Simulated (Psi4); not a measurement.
Input file for Psi4: SAPT0/jun-cc-pV(D+d)Z on C2H9NO (a complex).

```
memory 2025 MB

molecule dimer {
0 1
N    -1.68327762   -0.41999695   -0.57915791
H    -0.69287862   -0.63221195   -0.60723091
H    -2.15826562   -1.30954395   -0.50232291
C    -1.96560862    0.38175505    0.60907609
H    -3.03145362    0.59606305    0.65886409
H    -1.67061662   -0.07190595    1.56104809
H    -1.45283262    1.33817605    0.52464809
--
0 1
O     1.55720238   -0.41766295   -0.50550691
H     1.83922838   -0.04771495   -1.34537091
C     1.94311638    0.49392105    0.51392909
H     1.61993338    0.06428805    1.45699609
H     3.02417138    0.63300405    0.55296909
H     1.46464238    1.46751905    0.39875309
units angstrom
symmetry c1
no_reorient
no_com
}

set {
  basis jun-cc-pV(D+d)Z
  scf_type df
  freeze_core true
}

energy('sapt0')
```

Program output:

```
[...]
==> Input File <==

--------------------------------------------------------------------------
memory 2025 MB

molecule dimer {
0 1
N    -1.68327762   -0.41999695   -0.57915791
H    -0.69287862   -0.63221195   -0.60723091
H    -2.15826562   -1.30954395   -0.50232291
C    -1.96560862    0.38175505    0.60907609
H    -3.03145362    0.59606305    0.65886409
H    -1.67061662   -0.07190595    1.56104809
H    -1.45283262    1.33817605    0.52464809
--
0 1
O     1.55720238   -0.41766295   -0.50550691
H     1.83922838   -0.04771495   -1.34537091
C     1.94311638    0.49392105    0.51392909
H     1.61993338    0.06428805    1.45699609
H     3.02417138    0.63300405    0.55296909
H     1.46464238    1.46751905    0.39875309
units angstrom
symmetry c1
no_reorient
no_com
}

set {
  basis jun-cc-pV(D+d)Z
  scf_type df
  freeze_core true
}

energy('sapt0')
--------------------------------------------------------------------------


   => Loading Basis Set <=

    Name: JUN-CC-PV(D+D)Z
    Role: ORBITAL
    Keyword: BASIS
    atoms 1                  entry N          line   222 file jun-cc-pv_dpd_z.gbs
    atoms 2-3, 5-7, 9, 11-13 entry H          line    60 file jun-cc-pv_dpd_z.gbs
    atoms 4, 10              entry C          line   188 file jun-cc-pv_dpd_z.gbs
    atoms 8                  entry O          line   256 file jun-cc-pv_dpd_z.gbs

   => Loading Basis Set <=

    Name: JUN-CC-PV(D+D)Z
    Role: ORBITAL
    Keyword: BASIS
    atoms 1                  entry N          line   222 file jun-cc-pv_dpd_z.gbs
    atoms 2-3, 5-7, 9, 11-13 entry H          line    60 file jun-cc-pv_dpd_z.gbs
    atoms 4, 10              entry C          line   188 file jun-cc-pv_dpd_z.gbs
    atoms 8                  entry O          line   256 file jun-cc-pv_dpd_z.gbs


  //>>>>>>>>>>>>>>>>>>>>>>>>>>>>>>>>>>>//
  //              Dimer HF             //
  //<<<<<<<<<<<<<<<<<<<<<<<<<<<<<<<<<<<//

   => Libint2 <=

    Primary   basis highest AM E, G, H:  7, 6, 3
    Auxiliary basis highest AM E, G, H:  7, 7, 4
    Onebody   basis highest AM E, G, H:  -, -, -
    Solid Harmonics ordering:            Gaussian


   => Loading Basis Set <=

    Name: JUN-CC-PV(D+D)Z
    Role: ORBITAL
    Keyword: BASIS
    atoms 1                  entry N          line   222 file jun-cc-pv_dpd_z.gbs
    atoms 2-3, 5-7, 9, 11-13 entry H          line    60 file jun-cc-pv_dpd_z.gbs
    atoms 4, 10              entry C          line   188 file jun-cc-pv_dpd_z.gbs
    atoms 8                  entry O          line   256 file jun-cc-pv_dpd_z.gbs


         ---------------------------------------------------------
                                   SCF
               by Justin Turney, Rob Parrish, Andy Simmonett
                          and Daniel G. A. Smith
                              RHF Reference
                        1 Threads,   1931 MiB Core
         ---------------------------------------------------------

  ==> Geometry <==

    Molecular point group: c1
    Full point group: C1

    Geometry (in Angstrom), charge = 0, multiplicity = 1:

       Center              X                  Y                   Z               Mass
    ------------   -----------------  -----------------  -----------------  -----------------
         N           -1.683277620000    -0.419996950000    -0.579157910000    14.003074004430
         H           -0.692878620000    -0.632211950000    -0.607230910000     1.007825032230
         H           -2.158265620000    -1.309543950000    -0.502322910000     1.007825032230
         C           -1.965608620000     0.381755050000     0.609076090000    12.000000000000
         H           -3.031453620000     0.596063050000     0.658864090000     1.007825032230
         H           -1.670616620000    -0.071905950000     1.561048090000     1.007825032230
         H           -1.452832620000     1.338176050000     0.524648090000     1.007825032230
         O            1.557202380000    -0.417662950000    -0.505506910000    15.994914619570
         H            1.839228380000    -0.047714950000    -1.345370910000     1.007825032230
         C            1.943116380000     0.493921050000     0.513929090000    12.000000000000
         H            1.619933380000     0.064288050000     1.456996090000     1.007825032230
         H            3.024171380000     0.633004050000     0.552969090000     1.007825032230
         H            1.464642380000     1.467519050000     0.398753090000     1.007825032230

  Running in c1 symmetry.

  Rotational constants: A =      0.40877  B =      0.07973  C =      0.06906 [cm^-1]
  Rotational constants: A =  12254.51323  B =   2390.15902  C =   2070.25448 [MHz]
  Nuclear repulsion =  128.549602295422233

  Charge       = 0
  Multiplicity = 1
  Electrons    = 36
  Nalpha       = 18
  Nbeta        = 18

  ==> Algorithm <==

  SCF Algorithm Type is DF.
  DIIS enabled.
  MOM disabled.
  Fractional occupation disabled.
  Guess Type is SAD.
  Energy threshold   = 1.00e-08
  Density threshold  = 1.00e-08

[...]
  -236.8049293608374910
    Two-Electron Energy =                  81.4006511866962512
    Total Energy =                       -115.0571653451554255

Computation Completed


Properties will be evaluated at   0.000000,   0.000000,   0.000000 [a0]

Properties computed using the SCF density matrix


 Multipole Moments:

 ------------------------------------------------------------------------------------
     Multipole            Electronic (a.u.)      Nuclear  (a.u.)        Total (a.u.)
 ------------------------------------------------------------------------------------

 L = 1.  Multiply by 2.5417464519 to convert [e a0] to [Debye]
 Dipole X            :        -60.2262352           60.5927319            0.3664966
 Dipole Y            :         -2.6074151            3.2868364            0.6794213
 Dipole Z            :         -0.2671672            0.1943897           -0.0727774
 Magnitude           :                                                    0.7753900

 ------------------------------------------------------------------------------------

  Constructing Basis Sets for SAPT...

   => Loading Basis Set <=

    Name: (JUN-CC-PV(D+D)Z AUX)
    Role: RIFIT
    Keyword: DF_BASIS_SAPT
    atoms 1                  entry N          line   144 file jun-cc-pvdz-ri.gbs
    atoms 2-3, 5-7, 9, 11-13 entry H          line    30 file jun-cc-pvdz-ri.gbs
    atoms 4, 10              entry C          line   100 file jun-cc-pvdz-ri.gbs
    atoms 8                  entry O          line   188 file jun-cc-pvdz-ri.gbs

   => Loading Basis Set <=

    Name: (JUN-CC-PV(D+D)Z AUX)
    Role: JKFIT
    Keyword: DF_BASIS_ELST
    atoms 1                  entry N          line   202 file jun-cc-pvdz-jkfit.gbs
    atoms 2-3, 5-7, 9, 11-13 entry H          line    70 file jun-cc-pvdz-jkfit.gbs
    atoms 4, 10              entry C          line   146 file jun-cc-pvdz-jkfit.gbs
    atoms 8                  entry O          line   258 file jun-cc-pvdz-jkfit.gbs


  //>>>>>>>>>>>>>>>>>>>>>>>>>>>>>>>>>>>//
  //               SAPT0               //
  //<<<<<<<<<<<<<<<<<<<<<<<<<<<<<<<<<<<//



        SAPT0
    Ed Hohenstein
     6 June 2009

      Orbital Information
  --------------------------
    NSO        =       117
    NMO        =       117
    NRI        =       386
    NRI (Elst) =       523
    NOCC A     =         9
    NOCC B     =         9
    FOCC A     =         2
    FOCC B     =         2
    NVIR A     =       108
    NVIR B     =       108

    Elst10,r            =    -0.006143721605 [Eh]
    Exch10              =     0.005400879119 [Eh]
    Exch10 (S^2)        =     0.005382580295 [Eh]

    Maxiter = 50
    CPHF R converge = 1.000000E-08

    Iter     Energy [mEh]          dE [mEh]         Residual      Time [s]
       1      -0.80014807       0.800148069     4.225683e-03             0
       2      -0.94120273       0.141054660     1.172277e-03             0
       3      -0.94912217       0.007919444     3.455394e-04             0
       4      -0.94531574      -0.003806431     1.169419e-04             0
       5      -0.94437446      -0.000941278     2.432802e-05             0
       6      -0.94469874       0.000324281     7.393770e-06             0
       7      -0.94469359      -0.000005156     2.477407e-06             0
       8      -0.94467188      -0.000021713     4.779654e-07             0
       9      -0.94467431       0.000002438     9.267444e-08             0
      10      -0.94467443       0.000000116     2.340607e-08             0
      11      -0.94467432      -0.000000112     5.525748e-09             0

    CHF Iterations converged

    Maxiter = 50
    CPHF R converge = 1.000000E-08

    Iter     Energy [mEh]          dE [mEh]         Residual      Time [s]
       1      -0.65998645       0.659986450     4.497021e-03             0
       2      -0.84332607       0.183339622     1.409355e-03             0
       3      -0.84974543       0.006419356     4.896273e-04             0
       4      -0.84605423      -0.003691199     1.268192e-04             0
       5      -0.84538869      -0.000665543     2.400796e-05             0
       6      -0.84564219       0.000253504     4.274141e-06             0
       7      -0.84561621      -0.000025984     1.082645e-06             1
       8      -0.84561558      -0.000000628     3.082590e-07             1
       9      -0.84561675       0.000001169     5.939425e-08             1
      10      -0.84561670      -0.000000047     1.491092e-08             1
      11      -0.84561667      -0.000000032     2.960006e-09             1

    CHF Iterations converged

    Ind20,r (A<-B)      =    -0.000944674318 [Eh]
    Ind20,r (B<-A)      =    -0.000845616668 [Eh]
    Ind20,r             =    -0.001790290986 [Eh]
    Exch-Ind20,r (A<-B) =     0.000514269451 [Eh]
    Exch-Ind20,r (B<-A) =     0.000510447823 [Eh]
    Exch-Ind20,r        =     0.001024717274 [Eh]
    Disp20              =    -0.002651649418 [Eh]
    Disp20 (SS)         =    -0.001325824709 [Eh]
    Disp20 (OS)         =    -0.001325824709 [Eh]
    Exch-Disp20         =     0.000346996164 [Eh]
    Exch-Disp20 (SS)    =     0.000194250362 [Eh]
    Exch-Disp20 (OS)    =     0.000152745802 [Eh]

    SAPT Results
  --------------------------------------------------------------------------------------------------------
    Electrostatics                 -6.14372160 [mEh]      -3.85524351 [kcal/mol]     -16.13033885 [kJ/mol]
      Elst10,r                     -6.14372160 [mEh]      -3.85524351 [kcal/mol]     -16.13033885 [kJ/mol]

    Exchange                        5.40087912 [mEh]       3.38910281 [kcal/mol]      14.18000617 [kJ/mol]
      Exch10                        5.40087912 [mEh]       3.38910281 [kcal/mol]      14.18000617 [kJ/mol]
      Exch10(S^2)                   5.38258030 [mEh]       3.37762013 [kcal/mol]      14.13196262 [kJ/mol]

    Induction                      -1.29855527 [mEh]      -0.81485573 [kcal/mol]      -3.40935638 [kJ/mol]
      Ind20,r                      -1.79029099 [mEh]      -1.12342455 [kcal/mol]      -4.70040834 [kJ/mol]
      Exch-Ind20,r                  1.02471727 [mEh]       0.64301980 [kcal/mol]       2.69039483 [kJ/mol]
      delta HF,r (2)               -0.53298155 [mEh]      -0.33445098 [kcal/mol]      -1.39934288 [kJ/mol]

    Dispersion                     -2.30465325 [mEh]      -1.44619175 [kcal/mol]      -6.05086629 [kJ/mol]
      Disp20                       -2.65164942 [mEh]      -1.66393513 [kcal/mol]      -6.96190459 [kJ/mol]
      Exch-Disp20                   0.34699616 [mEh]       0.21774338 [kcal/mol]       0.91103830 [kJ/mol]
      Disp20 (SS)                  -1.32582471 [mEh]      -0.83196757 [kcal/mol]      -3.48095229 [kJ/mol]
      Disp20 (OS)                  -1.32582471 [mEh]      -0.83196757 [kcal/mol]      -3.48095229 [kJ/mol]
      Exch-Disp20 (SS)              0.19425036 [mEh]       0.12189394 [kcal/mol]       0.51000425 [kJ/mol]
      Exch-Disp20 (OS)              0.15274580 [mEh]       0.09584944 [kcal/mol]       0.40103405 [kJ/mol]

  Total HF                         -2.04139775 [mEh]      -1.28099643 [kcal/mol]      -5.35968906 [kJ/mol]
  Total SAPT0                      -4.34605101 [mEh]      -2.72718818 [kcal/mol]     -11.41055535 [kJ/mol]

  Special recipe for scaled SAPT0 (see Manual):
    Electrostatics sSAPT0          -6.14372160 [mEh]      -3.85524351 [kcal/mol]     -16.13033885 [kJ/mol]
    Exchange sSAPT0                 5.40087912 [mEh]       3.38910281 [kcal/mol]      14.18000617 [kJ/mol]
    Induction sSAPT0               -1.28806869 [mEh]      -0.80827531 [kcal/mol]      -3.38182389 [kJ/mol]
    Dispersion sSAPT0              -2.30110223 [mEh]      -1.44396345 [kcal/mol]      -6.04154306 [kJ/mol]
  Total sSAPT0                     -4.33201341 [mEh]      -2.71837945 [kcal/mol]     -11.37369963 [kJ/mol]
  --------------------------------------------------------------------------------------------------------



*** Psi4 exiting successfully. Buy a developer a beer!
```

The run finished.

Cost: about 17 core-seconds (a rough figure).
